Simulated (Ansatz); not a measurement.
O2S, SMILES `O=S=O`: measurement beside calculation (Ansatz, PBE0-D4/def2-TZVP geometry).

Bond lengths: O1–S2 1.431 Å, S2–O3 1.431 Å. Angles: O1–S2–O3 118.9°.

Measured: 212.576 ± 0.006 cm⁻¹ (C 1B2 state, nu3 fundamental (0,0,1), b2 antisymmetric stretch, IR-UV double resonance fluorescence); 377.483 ± 0.004 cm⁻¹ (C 1B2 state, nu2 fundamental (0,1,0), a1 bend, rotationally resolved UV spectroscopy); 960.047 ± 0.019 cm⁻¹ (C 1B2 state, nu1 fundamental (1,0,0), a1 symmetric stretch, deperturbed, rotationally resolved UV spectroscopy, refitted with Coriolis coupling); 1360 cm⁻¹ (S=O stretch, characteristic absorption peak (paper assigns it as symmetrical; position fits the antisymmetric stretch), FTIR absorption); 1362 cm⁻¹ (asymmetric S=O stretch (nu3), gas phase, fundamental, infrared absorption spectroscopy); 1151 cm⁻¹ (symmetric S=O stretch (nu1), gas phase, fundamental, infrared absorption spectroscopy); 497 cm⁻¹ (bending mode (nu2), gas phase, fundamental). Source: Observation of b$_2$ symmetry vibrational levels of the SO$_2$ $\tilde{\mbox{C}}$ $^1$B$_2$ state: Vibrational level staggering, Coriolis interactions, and rotation-vibration constants, 2016 (arxiv:1604.06817); Electrochemical and Infrared Absorption Spectroscopy Detection of SF6 Decomposition Products, 2017 (pmc:5713036); Mechanism of preferential adsorption of SO$_2$ into two microporous paddle wheel frameworks M(bdc)(ted)0.5, 2013 (arxiv:1310.7094).

Harmonic PBE0-D4 wavenumbers (cm⁻¹, unscaled): 532, 1217, 1420. Fundamentals include anharmonicity and usually lie a few per cent under these; harmonic values from spectra compare directly.

Enthalpy of formation at 298 K: -71.0 kcal/mol (zero for an element's reference state; older measured values of the G2 set, as listed by Staroverov and co-workers, J. Chem. Phys. 119, 12129, 2003). With their computed zero-point and thermal terms and the atoms' enthalpies of Curtiss and co-workers (1997) it gives an electronic atomization energy of 258.4 kcal/mol.

```
             level  atomization (kcal/mol)   error  error per bond
       LDA (SPW92)                   333.6    75.3            37.6
            PBE-D4                   278.9    20.5            10.3
         revPBE-D4                   264.7     6.3             3.2
           BLYP-D4                   265.9     7.6             3.8
         r2SCAN-D4                   260.1     1.7             0.9
            B97M-V                   256.3    -2.0            -1.0
           PBE0-D4                   252.0    -6.3            -3.2
          B3LYP-D4                   251.0    -7.4            -3.7
        r2SCANh-D4                   250.9    -7.5            -3.7
        r2SCAN0-D4                   237.6   -20.7           -10.4
          HSE06-D4                   252.6    -5.7            -2.9
          BHLYP-D4                   217.9   -40.5           -20.2
      CAM-B3LYP-D4                   251.3    -7.1            -3.5
           ωB97X-V                   254.8    -3.6            -1.8
           ωB97M-V                   256.8    -1.5            -0.8
            B2PLYP                   252.3    -6.1            -3.0
          PBE-QIDH                   246.6   -11.8            -5.9
               PBE                   277.9    19.5             9.8
            revPBE                   261.1     2.8             1.4
              BLYP                   263.6     5.2             2.6
            r2SCAN                   259.9     1.5             0.8
              PBE0                   251.2    -7.2            -3.6
             B3LYP                   249.3    -9.0            -4.5
           r2SCANh                   250.7    -7.7            -3.8
           r2SCAN0                   237.4   -21.0           -10.5
             HSE06                   251.9    -6.5            -3.3
             BHLYP                   216.7   -41.7           -20.8
         CAM-B3LYP                   250.5    -7.9            -3.9
           LC-ωPBE                   251.7    -6.7            -3.3
RPA@PBE/def2-TZVPP                   226.2   -32.2           -16.1
     HF/def2-TZVPP                   106.6  -151.8           -75.9
    MP2/def2-TZVPP                   266.0     7.6             3.8
SCS-MP2/def2-TZVPP                   255.6    -2.8            -1.4
   CCSD/def2-TZVPP                   226.7   -31.7           -15.8
CCSD(T)/def2-TZVPP                   241.0   -17.4            -8.7
     HF/def2-QZVPP                   109.3  -149.1           -74.5
    MP2/def2-QZVPP                   276.6    18.2             9.1
SCS-MP2/def2-QZVPP                   266.6     8.2             4.1
   CCSD/def2-QZVPP                   236.0   -22.3           -11.2
CCSD(T)/def2-QZVPP                   251.3    -7.1            -3.6
      HF/CBS(def2)                   109.7  -148.7           -74.3
     MP2/CBS(def2)                   282.8    24.4            12.2
    CCSD/CBS(def2)                   241.3   -17.1            -8.5
 CCSD(T)/CBS(def2)                   257.2    -1.1            -0.6
```

Functionals use def2-TZVPP; B3LYP here is the variant with VWN-RPA as its local correlation; programs differ in this. The calculations leave out spin–orbit coupling, scalar relativity and, for the correlated methods, core correlation; together these are worth up to about 1 kcal/mol a heavy atom. HSE06 is defined as in plane-wave codes. CBS extrapolates def2-TZVPP and def2-QZVPP. T1 = 0.021.
